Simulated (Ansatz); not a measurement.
**Isomers**

Structures of C$_{2}$H$_{5}$N, closed shell, relaxed at PBE0-D4/def2-TZVP (vibrations not checked; lower isomers may exist, and structures with a doubtful reference or unclear bonds are left out). Ansatz 0.2.0; basis: def2-TZVPP; cores frozen in the correlated methods. B3LYP uses VWN-RPA correlation.

(1) Rank them by CCSD(T) energy, lowest first, and give each one's height above the lowest. Links in brackets join atoms within 1.22 times the sum of their covalent radii (1.1 for two metals). (To be estimated.)
A.
C₂H₅N (CC=N)
```
8
angstrom
C -0.4712 0.5919 -0.3160
C 0.6631 -0.1710 0.2843
N 0.6978 -1.3950 0.5936
H -0.1684 1.0328 -1.2707
H -1.3423 -0.0454 -0.4802
H -0.7567 1.4228 0.3364
H 1.5719 0.4097 0.4765
H -0.1942 -1.8457 0.3761
```
B.
C₂H₅N ([CH][NH][CH3])
```
8
angstrom
C -0.8196 0.7641 -0.7764
N 0.3561 0.2584 -0.5633
C 0.6542 -0.5972 0.5697
H 1.1593 0.4214 -1.1712
H -0.7403 1.3648 -1.7029
H -0.2639 -0.7065 1.1435
H 0.9994 -1.5765 0.2285
H 1.4319 -0.1485 1.1931
```
C.
a complex of C₂H₂ (C#C) + NH₃
```
8
angstrom
C 1.1519 -2.2178 0.9926
C 0.6412 -1.2270 0.5500
N -0.7669 1.4735 -0.6603
H -0.2186 1.8845 -1.4063
H -1.6846 1.2742 -1.0398
H -0.8861 2.1861 0.0495
H 0.1818 -0.3372 0.1523
H 1.6051 -3.0972 1.3855
```
D.
C₂H₅N ([CH3][C][NH2])
```
8
angstrom
C -0.4335 0.5432 -0.2905
C 0.7980 -0.0937 0.2470
N 0.6255 -1.3623 0.4755
H -0.1960 1.0091 -1.2515
H -1.3029 -0.1278 -0.4202
H -0.7161 1.3696 0.3685
H 1.3789 -1.9237 0.8429
H -0.2533 -1.8630 0.3058
```

(2) Do PBE-D4, r2SCAN-D4, PBE0-D4, B3LYP-D4, wB97M-V, HF, MP2 give the same order? (A judgement: the text doesn't fix the answer.)

No T1 diagnostic of these runs exceeds 0.016.

For scale, one of the runs: CCSD(T)/def2-TZVPP, 163 basis functions, launched by `ansatz run in.yaml --threads 2 --pin off --events-out ev --progress --plain --max-ram 4352MiB`. Hardware: 2 CPU threads of an Arm Neoverse V2, shared host. Wall time 25 s; peak host memory 1.3 GiB.

## Answers

(1) Computed: A (0.00 kcal/mol), C (33.07 kcal/mol), D (34.33 kcal/mol), B (43.90 kcal/mol). Heights count from the lowest.

(2) The calculation gives: Lowest first: PBE-D4 A < D < C < B; r2SCAN-D4 A < D < C < B; PBE0-D4 A < D < C < B; B3LYP-D4 A < D < C < B; wB97M-V A < D < C < B; HF A < D < C < B. The others agree with CCSD(T).
